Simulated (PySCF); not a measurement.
Gas-phase reaction: 4 CH3SiH3 + C4H2 → 2 SiH + 2 Si(CH3)4

Energies from PySCF, thermal terms from the rigid-rotor harmonic-oscillator model, ideal gas at 1 bar. † marks an energy on the PBE0/def2-TZVP geometry and frequencies; other levels use their own. MP2 freezes the core. 6-31G* has spherical d functions here. Open shells (unrestricted): SiH (multiplicity 2); the rest are closed-shell singlets. Spin-orbit splitting is ignored; it lowers the true energy and changes the entropy of SiH. B3LYP is the form with VWN-RPA correlation. MP2 isn't extrapolated to the basis-set limit.

```csv
level,"ΔH°(298 K), kJ"
B3LYP/def2-TZVP†,9
HF/6-31G*,-96
M06-2X/def2-TZVP†,(withheld)
MP2/def2-TZVPP†,-16
PBE/def2-SVP,-30
PBE/def2-TZVP†,-29
PBE0/def2-SVP†,(withheld)
PBE0/def2-TZVP,(withheld)
r2SCAN/def2-TZVP†,(withheld)
```

Problem. Some entries are withheld; supply them.

Solution. 
- M06-2X/def2-TZVP†, ΔH°(298 K), kJ: -50
- PBE0/def2-SVP†, ΔH°(298 K), kJ: -77
- PBE0/def2-TZVP, ΔH°(298 K), kJ: -66
- r2SCAN/def2-TZVP†, ΔH°(298 K), kJ: -35
